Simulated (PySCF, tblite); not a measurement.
Isomers of C4H7OS (doublet state), one GFN2-xTB conformer each. Single-point energies are computed at B3LYP/pcH-1 (PySCF, gas phase, no added dispersion term), electronic only. GFN2-xTB treats the open shell by occupation alone, and not every SCF solution was tested for stability.

Problem. Rank them by B3LYP/pcH-1 energy, lowest first (kcal/mol).
A. `[CH3:1][CH2:2][O:3][CH2:4][C:5]=[S:6]` (doublet state) with C1–C2–O3–C4 180°, C2–O3–C4–C5 180°, O3–C4–C5–S6 0°
B. `[H]/[C:1]=[CH:2]\[O:3][CH2:4][CH2:5][SH:6]` (doublet state) with C1–C2–O3–C4 1°, C2–O3–C4–C5 177°, O3–C4–C5–S6 -69°, C4–C5–S6–H -62°
C. `[CH3:1][C:2]([SH:3])[C:4]([CH3:5])=[O:6]` (doublet state) with C1–C2–S3–H 0°, C1–C2–C4–C5 180°

Solution. C (0.0), A (35.4), B (58.5).

GFN2-xTB itself gives, in the same order: 0.0, 31.6, 57.3. Both levels put the same isomer lowest; measured from each level's own lowest isomer, the values differ by up to 3.8 kcal/mol (CCOC[C]=S: 31.6 against 35.4).

Problem. What happens when harmonic zero-point energies from GFN2-xTB frequencies are added?

Solution. 
```
        SMILES  ZPE (kcal/mol)  electronic (kcal/mol)  with ZPE (kcal/mol)
 C[C](S)C(C)=O            60.8                    0.0                  0.0
     CCOC[C]=S            62.7                   35.4                 37.4
[H]/[C]=C\OCCS            59.6                   58.5                 57.4
```

The zero-point energies span 3.1 kcal/mol. The order is unchanged.
